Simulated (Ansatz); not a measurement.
# AlH₂O+ (quintet): from Hartree-Fock to the top rungs, cc-pVTZ

An exercise on one series of results from a longer session: the logs are not shown, and one member is left open.

Computed with Ansatz 0.2.0, Gaussian basis. Level: cc-pVTZ, core rule «outside noble gas», up to 6 orbitals frozen.

To be run: UHF; CCSD(T) on ROHF; CCSD(T) on UHF; BCCD(T) on ROHF; CCSDT(Q) on ROHF; CCSDT(Q) on UHF.

15 further runs of the same task are left out: 10 for a known fault of the program, 5 set aside as unsound or not needed.

**The system**

The geometry is a PBE0/def2-TZVP stationary point (not a proven minimum) of the parent state, kept for this charge and spin.

4 atoms, charge 1, spin multiplicity 5.

Atoms are counted from 1 here; the program's logs count them from 0.

Bond lengths: Al1–O2 1.747 Å, Al1–H3 1.777 Å, Al1–H4 1.777 Å. Angles: O2–Al1–H3 65.9°, O2–Al1–H4 65.9°, H3–Al1–H4 131.8°.

Set-up of the first run:

File in.yaml:

```yaml
crystal:
  periodic: [false, false, false]
  atoms:
    - {symbol: Al, position_ang: [0.000000, 0.000000, 0.653528]}
    - {symbol: O, position_ang: [0.000000, 0.000000, -1.093006]}
    - {symbol: H, position_ang: [0.000000, -1.622098, -0.072304]}
    - {symbol: H, position_ang: [0.000000, 1.622098, -0.072304]}
basis:
  gaussian: {orbitals: cc-pVTZ}
total_charge: 1
magnetization: {spin_polarized: true, initial_magnetization: 4}
hamiltonian: {xc: hf}
output: {orbitals: {seedname: orbitals}}
```

Run with:

```sh
$ ansatz run in.yaml --threads 1 --pin off --events-out ev --progress --plain --max-ram 2560MiB --backend cpu
```

Among the steps run: UHF; CCSD(T) on ROHF; CCSD(T) on UHF; BCCD(T) on ROHF; CCSDT(Q) on ROHF; CCSDT(Q) on UHF.

One of the session's tables, all rows but one given; the rest of the session is left out.

It belongs to the step «Misses and costs». 

```
   method  from UCCSDT(Q) (kJ/mol)
     ROHF                   +713.0
      UHF                   +672.8
     RMP2                    +82.7
     UMP2                    +84.4
    RCCSD                    +31.1
    UCCSD                    +29.2
 RCCSD(T)                     +3.9
 UCCSD(T)                     +4.4
  BCCD(T)                     +5.1
   RCCSDT                     +1.7
   UCCSDT                        ?
RCCSDT(Q)                     +0.7
UCCSDT(Q)                        0
```

**Question.** Estimate the row for UCCSDT.

**Answer.** from UCCSDT(Q) (kJ/mol): +1.4. In the column «from UCCSDT(Q) (kJ/mol)» it lies between RCCSDT(Q) (+0.7) and RCCSDT (+1.7).

Limits of these values: Restricted and unrestricted rows rest on different reference determinants; where their highest levels disagree by more than a few hundredths of an eV, they describe different states and don't form one ladder.
